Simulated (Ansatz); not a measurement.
A short molecular-dynamics run on (LiH)3 ring (Li3H3).

```yaml
crystal:
  periodic: [false, false, false]
  atoms:
    - {symbol: Li, position_ang: [0.540823, 0.970084, -1.190246]}
    - {symbol: H, position_ang: [1.760690, 0.154462, -0.300066]}
    - {symbol: Li, position_ang: [1.058054, -0.829375, 0.918156]}
    - {symbol: H, position_ang: [-0.595520, -1.067926, 1.310920]}
    - {symbol: Li, position_ang: [-1.598884, -0.140746, 0.272131]}
    - {symbol: H, position_ang: [-1.165153, 0.913500, -1.010896]}
basis:
  gaussian: {orbitals: "6-31G*"}
hamiltonian: {xc: {name: r2SCAN}}
md: {timestep: 2 fs, n_steps: 15, ensemble: nvt_langevin, temperature: 700, initial_velocities: maxwell_boltzmann, friction: 0.01, seed: 177}
scf: {omitted_lower_state_checks: [starts]}
```

```sh
$ ansatz run in.yaml --threads 4 --pin off --events-out ev --progress --plain --max-ram 3916MiB
```

```json
{"step": "0", "time (fs)": "0.0", "potential energy (eV)": "-662.2443", "kinetic (eV)": "0.4524", "T (K)": "583"}
{"step": "1", "time (fs)": "2.0", "potential energy (eV)": "-662.2337", "kinetic (eV)": "0.4457", "T (K)": "575"}
{"step": "2", "time (fs)": "4.0", "potential energy (eV)": "-662.1832", "kinetic (eV)": "0.3570", "T (K)": "460"}
{"step": "3", "time (fs)": "6.0", "potential energy (eV)": "-662.1310", "kinetic (eV)": "0.2928", "T (K)": "378"}
{"step": "4", "time (fs)": "8.0", "potential energy (eV)": "-662.1027", "kinetic (eV)": "0.2429", "T (K)": "313"}
{"step": "5", "time (fs)": "10.0", "potential energy (eV)": "-662.0855", "kinetic (eV)": "0.2061", "T (K)": "266"}
{"step": "6", "time (fs)": "12.0", "potential energy (eV)": "-662.0729", "kinetic (eV)": "0.2414", "T (K)": "311"}
{"step": "7", "time (fs)": "14.0", "potential energy (eV)": "-662.0698", "kinetic (eV)": "0.2407", "T (K)": "310"}
{"step": "8", "time (fs)": "16.0", "potential energy (eV)": "-662.0724", "kinetic (eV)": "0.2123", "T (K)": "274"}
{"step": "9", "time (fs)": "18.0", "potential energy (eV)": "-662.0675", "kinetic (eV)": "0.2826", "T (K)": "364"}
{"step": "10", "time (fs)": "20.0", "potential energy (eV)": "-662.0485", "kinetic (eV)": "0.3006", "T (K)": "388"}
{"step": "11", "time (fs)": "22.0", "potential energy (eV)": "-662.0301", "kinetic (eV)": "0.3041", "T (K)": "392"}
{"step": "12", "time (fs)": "24.0", "potential energy (eV)": "-662.0162", "kinetic (eV)": "0.2772", "T (K)": "357"}
{"step": "13", "time (fs)": "26.0", "potential energy (eV)": "-662.0199", "kinetic (eV)": "0.2939", "T (K)": "379"}
{"step": "14", "time (fs)": "28.0", "potential energy (eV)": "-662.0289", "kinetic (eV)": "0.2803", "T (K)": "361"}
{"step": "15", "time (fs)": "30.0", "potential energy (eV)": "-662.0155", "kinetic (eV)": "0.3457", "T (K)": "446"}
```

Velocities are drawn at the set temperature; a run this short doesn't reach equilibrium. Under Langevin dynamics the printed temperature counts 3N degrees of freedom, so it starts below the set value.

The 6-31G sets use Cartesian d functions.

Frames (Å, forces in eV/Å):

```xyz
6
time=0.0 fs
Li    0.541    0.970   -1.190    0.029    0.053   -0.065
H     1.761    0.154   -0.300    0.231    0.020   -0.039
Li    1.058   -0.829    0.918    0.058   -0.045    0.050
H    -0.596   -1.068    1.311   -0.078   -0.140    0.172
Li   -1.599   -0.141    0.272   -0.087   -0.007    0.015
H    -1.165    0.913   -1.011   -0.153    0.120   -0.133
6
time=2.0 fs
Li    0.528    0.989   -1.221    0.399   -0.107    0.074
H     1.789    0.084   -0.292    0.018    0.217   -0.247
Li    1.040   -0.831    0.931    0.185   -0.085    0.091
H    -0.564   -1.084    1.412   -0.324    0.002    0.000
Li   -1.583   -0.149    0.281    0.051   -0.011    0.045
H    -1.144    0.939   -1.040   -0.329   -0.015    0.036
6
time=4.0 fs
Li    0.515    1.006   -1.251    0.653   -0.196    0.127
H     1.814    0.035   -0.307   -0.150    0.280   -0.284
Li    1.024   -0.834    0.944    0.277   -0.078    0.074
H    -0.549   -1.107    1.514   -0.423    0.122   -0.168
Li   -1.569   -0.157    0.289    0.126    0.003    0.065
H    -1.129    0.967   -1.070   -0.483   -0.131    0.186
6
time=6.0 fs
Li    0.507    1.019   -1.278    0.751   -0.237    0.142
H     1.828    0.007   -0.336   -0.279    0.259   -0.224
Li    1.009   -0.839    0.957    0.340   -0.042    0.029
H    -0.546   -1.111    1.613   -0.420    0.200   -0.317
Li   -1.555   -0.158    0.298    0.142    0.027    0.091
H    -1.128    0.993   -1.092   -0.534   -0.207    0.279
6
time=8.0 fs
Li    0.505    1.027   -1.300    0.667   -0.268    0.161
H     1.826   -0.022   -0.364   -0.354    0.238   -0.168
Li    0.996   -0.844    0.971    0.338   -0.023    0.024
H    -0.558   -1.088    1.701   -0.335    0.230   -0.436
Li   -1.539   -0.160    0.310    0.106    0.062    0.113
H    -1.150    1.009   -1.100   -0.422   -0.240    0.305
6
time=10.0 fs
Li    0.505    1.032   -1.319    0.503   -0.309    0.194
H     1.810   -0.062   -0.384   -0.381    0.254   -0.145
Li    0.984   -0.848    0.987    0.258   -0.036    0.067
H    -0.590   -1.072    1.772   -0.197    0.252   -0.542
Li   -1.530   -0.161    0.323    0.058    0.076    0.135
H    -1.183    1.009   -1.099   -0.240   -0.237    0.291
6
time=12.0 fs
Li    0.507    1.035   -1.337    0.309   -0.347    0.226
H     1.775   -0.100   -0.407   -0.372    0.260   -0.103
Li    0.972   -0.852    1.008    0.182   -0.045    0.086
H    -0.627   -1.065    1.828   -0.073    0.270   -0.618
Li   -1.524   -0.162    0.334    0.013    0.068    0.159
H    -1.219    1.000   -1.090   -0.059   -0.205    0.250
6
time=14.0 fs
Li    0.512    1.032   -1.355    0.092   -0.358    0.242
H     1.721   -0.124   -0.439   -0.328    0.222   -0.018
Li    0.955   -0.857    1.029    0.141   -0.033    0.067
H    -0.666   -1.052    1.867    0.033    0.262   -0.651
Li   -1.514   -0.167    0.343   -0.045    0.069    0.168
H    -1.258    0.985   -1.079    0.107   -0.163    0.193
6
time=16.0 fs
Li    0.513    1.024   -1.372   -0.118   -0.332    0.234
H     1.657   -0.135   -0.477   -0.248    0.145    0.094
Li    0.941   -0.861    1.045    0.112   -0.006    0.027
H    -0.703   -1.027    1.884    0.131    0.224   -0.636
Li   -1.502   -0.173    0.351   -0.114    0.085    0.153
H    -1.296    0.967   -1.067    0.237   -0.116    0.129
6
time=18.0 fs
Li    0.515    1.009   -1.389   -0.343   -0.272    0.207
H     1.590   -0.137   -0.506   -0.131    0.042    0.208
Li    0.934   -0.864    1.062    0.074    0.023   -0.010
H    -0.733   -0.994    1.887    0.227    0.164   -0.578
Li   -1.487   -0.181    0.359   -0.187    0.105    0.120
H    -1.341    0.940   -1.057    0.360   -0.061    0.053
6
time=20.0 fs
Li    0.520    0.986   -1.405   -0.548   -0.203    0.163
H     1.527   -0.144   -0.524   -0.005   -0.067    0.326
Li    0.929   -0.870    1.084    0.061    0.049   -0.061
H    -0.750   -0.965    1.881    0.293    0.097   -0.473
Li   -1.470   -0.191    0.371   -0.255    0.135    0.042
H    -1.384    0.899   -1.059    0.454   -0.011    0.003
6
time=22.0 fs
Li    0.524    0.961   -1.416   -0.688   -0.149    0.118
H     1.473   -0.160   -0.529    0.102   -0.155    0.424
Li    0.919   -0.881    1.111    0.097    0.073   -0.130
H    -0.756   -0.936    1.858    0.317    0.009   -0.293
Li   -1.453   -0.202    0.385   -0.326    0.198   -0.104
H    -1.413    0.857   -1.068    0.498    0.024   -0.015
6
time=24.0 fs
Li    0.521    0.937   -1.422   -0.763   -0.112    0.084
H     1.420   -0.177   -0.518    0.194   -0.218    0.480
Li    0.906   -0.894    1.139    0.156    0.094   -0.189
H    -0.756   -0.904    1.826    0.316   -0.095   -0.064
Li   -1.438   -0.214    0.395   -0.396    0.277   -0.283
H    -1.423    0.817   -1.077    0.493    0.054   -0.029
6
time=26.0 fs
Li    0.509    0.915   -1.426   -0.730   -0.144    0.104
H     1.375   -0.197   -0.482    0.236   -0.196    0.436
Li    0.892   -0.904    1.166    0.257    0.096   -0.225
H    -0.744   -0.879    1.794    0.249   -0.186    0.180
Li   -1.427   -0.226    0.403   -0.444    0.352   -0.465
H    -1.408    0.778   -1.091    0.432    0.077   -0.030
6
time=28.0 fs
Li    0.496    0.898   -1.432   -0.581   -0.262    0.198
H     1.349   -0.228   -0.419    0.210   -0.055    0.243
Li    0.877   -0.914    1.193    0.393    0.067   -0.208
H    -0.725   -0.861    1.764    0.117   -0.252    0.406
Li   -1.418   -0.237    0.408   -0.471    0.428   -0.650
H    -1.376    0.745   -1.120    0.331    0.074    0.011
6
time=30.0 fs
Li    0.484    0.882   -1.440   -0.372   -0.383    0.308
H     1.333   -0.265   -0.341    0.172    0.123   -0.033
Li    0.864   -0.925    1.219    0.565    0.010   -0.140
H    -0.699   -0.844    1.747   -0.099   -0.277    0.565
Li   -1.409   -0.249    0.409   -0.459    0.490   -0.792
H    -1.335    0.726   -1.165    0.193    0.037    0.093
```

Run time 9 s (4 threads of Arm Neoverse V2 on a shared host).
